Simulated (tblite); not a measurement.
C₄H₁₁PS.
Structure used (GFN2-xTB), in Å, numbered top down from 1:
```xyz
17
C4H11PS angstrom
C     -0.6157    1.0074    0.9669
C     -0.5961    0.1061   -0.2615
C     -1.8584   -0.7463   -0.3462
C      0.6459   -0.7847   -0.2365
P      2.1758    0.2281   -0.2854
S      2.2517    1.6519   -1.5763
H     -1.4964    1.6444    0.9579
H     -0.6235    0.4169    1.8819
H      0.2659    1.6518    0.9701
H     -0.5348    0.7404   -1.1543
H     -1.8458   -1.3670   -1.2393
H     -2.7400   -0.1116   -0.3843
H     -1.9396   -1.3949    0.5242
H      0.6632   -1.4206    0.6524
H      0.6701   -1.4251   -1.1260
H      3.1595   -0.7591   -0.3997
H      2.4114    0.5746    1.0460
```

Method: GFN2-xTB as coded in tblite; computed harmonic values from a numerical Hessian at the method's own geometry, unscaled. Errors from tens to a few hundred cm⁻¹ against measured bands are possible. Modes of hydrogen on phosphorus can be 10 to 20 % off. One conformer, not necessarily the lowest.

Harmonic wavenumbers (cm⁻¹): 72.3, 90.4, 154.9, 212.8, 252.9, 260.6, 337.1, 381.2, 433.5, 549.1, 684.7, 728.3, 765.3, 837.1, 876.0, 917.2, 951.0, 978.1, 986.2, 1039.4, 1095.4, 1133.1, 1176.1, 1202.3, 1216.9, 1319.9, 1326.7, 1405.0, 1412.6, 1421.8, 1483.6, 1494.8, 1499.9, 1504.1, 2225.3, 2254.4, 2916.7, 2923.8, 2945.5, 2981.4, 3017.8, 3027.5, 3036.2, 3044.4, 3047.9.

A = 4001, B = 1211, C = 1150 MHz; mass 122.032 u (most abundant isotopes); point group C1, symmetry number 1.

Zero-point energy?

Half the sum of the wavenumbers: 30811 cm⁻¹ = 88.09 kcal/mol.

Entropy at 500 K, 1 bar (ideal gas, RRHO, classical rotation)?

Translation 42.91, rotation 29.99, vibration 38.05: S = 110.9 cal/(mol K).

And Cp and H(500 K) − H(0)?

Cp = 48.44 cal/(mol K), of which vibrations give 40.49 (their classical limit is 45 R = 89.4); H(500 K) − H(0) = 14.13 kcal/mol without the zero-point energy, 10.15 from vibrations.

Which modes carry the vibrational entropy at 500 K?

72.3 cm⁻¹: 5.11; 90.4 cm⁻¹: 4.67; 154.9 cm⁻¹: 3.61; 212.8 cm⁻¹: 2.99; 252.9 cm⁻¹: 2.66; 260.6 cm⁻¹: 2.61 cal/(mol K); the other 39 give 16.40 together.

What must be added to the electronic energy to get the Gibbs energy at 500 K and 1 bar?

ZPE + [H(500 K) − H(0)] − T·S = 88.09 + 14.13 − 55.47 = 46.75 kcal/mol.

How do the functions run with temperature in this model?

```csv
T (K),S (cal/(mol K)),Cp (cal/(mol K)),H − H(0) (kcal/mol),G − H(0) (kcal/mol),ln q(vib)
100,65.5,16.1,1.14,-5.41,0.98
200,79.1,24.1,3.15,-12.68,2.88
300,90.5,32.5,5.97,-21.17,4.87
800,137.5,64.7,31.30,-78.74,14.97
1000,152.8,71.9,45.00,-107.80,18.79
```

q(vib) and H(0) count from the zero-point level.

Hindered rotation and anharmonicity are outside this model. Other conformers, if any are populated, would add a mixing term that is left out. The structure is chiral; the term R ln 2 for an equal mix with its mirror image is left out.
